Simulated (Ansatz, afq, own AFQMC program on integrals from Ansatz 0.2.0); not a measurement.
Sb, quartet in def2-SVP, levels against full CI

A free Sb atom.

Basis def2-SVP with its core potentials. Only valence electrons are correlated. Ansatz 0.2.0 and our own AFQMC program on the same integrals; the CISD trial comes from CCSD amplitudes, and released means the phaseless constraint is let go. Free AFQMC starts from the CCSD state and is never constrained. Its projection time is finite, and what remains of the start isn't in its error. Uncertainties: one standard error, sampling alone. No spin–orbit coupling.

Determinant: UHF, the one that the program's search chose, which needn't be the lowest solution.

Full CI on the same integrals is exact in this basis and with this determinant's frozen core.

Cautions: no spin-orbit coupling; inner d shell frozen.

- T1 diagnostic: 0.0031
- weight of the determinant in the CISD state: 0.953
- ⟨S²⟩ of the determinant: 3.752
- size of the correlated space: 5 electrons in 17 orbitals

```csv
level,correlation energy (eV)
MP2,-1.2488
CCSD,-1.5981
CCSD(T),-1.6145
```

Task: Estimate where free-projection AFQMC lies against CCSD(T) on the same integrals.

Result: 0.23 ± 0.005 mEh below CCSD(T).

Reference: full CI, correlation energy -1.621 eV. The released energy is read at 1.50 1/Eh (meV from the phaseless value at times in 1/Eh: -0.5 ± 0.4 at 0.24, -0.5 ± 0.3 at 0.50, -0.71 ± 0.19 at 1.00, -0.83 ± 0.19 at 1.50).

```
         level  E − E(reference) (mEh)  share of correlation (%)
       CCSD(T)                    0.23                     99.61
         CCSDT                    0.07                     99.88
      CCSDT(Q)                    0.02                     99.97
        CCSDTQ                    0.00                    100.00
   ph-AFQMC/HF             0.16 ± 0.41                     99.73
 ph-AFQMC/CISD             0.02 ± 0.01                     99.97
released AFQMC           -0.01 ± 0.007                    100.02
    free AFQMC            0.00 ± 0.005                    100.00
```

CCSDT and higher add their correlation energy to the determinant of the CCSD(T) run, since their own runs factorise the integrals more tightly (a shift of under 2 meV). Free projections are given only where their last times agree within the noise and don't stop above the reference; a slow remainder of the start can still hide under it. A walk keeps the symmetry of its determinant, which the program's search chose and which needn't be the lowest solution, so a lower state of the same spin and another symmetry isn't excluded. Released energies are given only where the last usable release times agree within the noise; a slower fall can still hide under it.
